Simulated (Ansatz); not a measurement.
Input for Ansatz (development build ahead of 0.2.0):

```yaml
crystal:
  periodic: [false, false, false]
  atoms:
    - { symbol: "N", position_ang: [0.0, 0.0, -0.44548] }
    - { symbol: H, position_ang: [0.0, 0.0, 0.44548] }
basis:
  gaussian: { orbitals: cc-pVTZ }
magnetization:
  spin_polarized: true
  initial_magnetization: 2
hamiltonian:
  xc: hf
correlation:
  method: bccd_t
  frozen_orbitals: { H: 0, "N": 1 }
```

The input is written out in the form of the current development build from the run's settings.

Results

| Quantity | Value |
| --- | --- |
| Converged | yes |
| Reference energy (starting determinant) | -54.96377 hartree |
| Correlation energy | -0.15591 hartree |
| Total energy | -55.11967 hartree |
